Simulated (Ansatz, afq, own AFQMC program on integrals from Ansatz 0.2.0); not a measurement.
## InH3⁺, doublet: AFQMC among the cluster methods

```yaml
atoms:
  - { symbol: In, position_ang: [0.0000, -0.0181, 0.0095] }
  - { symbol: H, position_ang: [0.0000, 2.3337, -0.0595] }
  - { symbol: H, position_ang: [0.0000, -0.2228, -2.7038] }
  - { symbol: H, position_ang: [0.0000, -0.0477, 1.6777] }
```

Basis def2-SVP with its core potentials. Only valence electrons are correlated. Integrals, coupled cluster, full CI and functionals: Ansatz 0.2.0; the random walks run on the same integrals in our own AFQMC program. ph-AFQMC/CISD is guided by a CISD state made of CCSD amplitudes; releasing the constraint for a short imaginary time cuts its bias at the price of noise, slowly where states lie close. Uncertainties: one standard error, sampling alone. No spin–orbit coupling.

Determinant: UHF, the one that the program's search chose, which needn't be the lowest solution. The geometry is a point of a scan.

Full CI on the same integrals is exact in this basis and with this determinant's frozen core.

Cautions: no spin-orbit coupling; inner d shell frozen; strong correlation (T1 0.084, weight of the determinant 0.80, largest double 0.22); unrestricted determinant spin contaminated (⟨S²⟩ 1.49 against 0.75); the released energies are still falling, so no released level is given (meV from the phaseless value at times in 1/Eh: -2.3 ± 1.4 at 0.24, -5.0 ± 1.2 at 0.51, -3 ± 3 at 0.99, -8.8 ± 1.1 at 1.62, -10.8 ± 1.0 at 2.40).

```
T1 diagnostic                               : 0.0836
weight of the determinant in the CISD state : 0.796
⟨S²⟩ of the determinant                     : 1.488
size of the correlated space                : 5 electrons in 32 orbitals
```

Reference: full CI, correlation energy -1.584 eV. The cautions show a poor starting determinant, so the rows tell how each method copes with it here, and full CI is the sure value.

```
        level  E − E(reference) (kJ/mol)  share of correlation (%)
           HF                      152.8                      0.00
          MP2                       71.7                     53.08
         CCSD                       11.2                     92.64
      CCSD(T)                        6.1                     96.03
        CCSDT                        0.5                     99.68
     CCSDT(Q)                        0.1                     99.92
       CCSDTQ                        0.0                    100.00
ph-AFQMC/CISD                  2.2 ± 0.1                     98.53
```

CCSDT and higher add their correlation energy to the determinant of the CCSD(T) run, since their own runs factorise the integrals more tightly (a shift of under 2 meV). A walk keeps the symmetry of its determinant, which the program's search chose and which needn't be the lowest solution, so a lower state of the same spin and another symmetry isn't excluded.
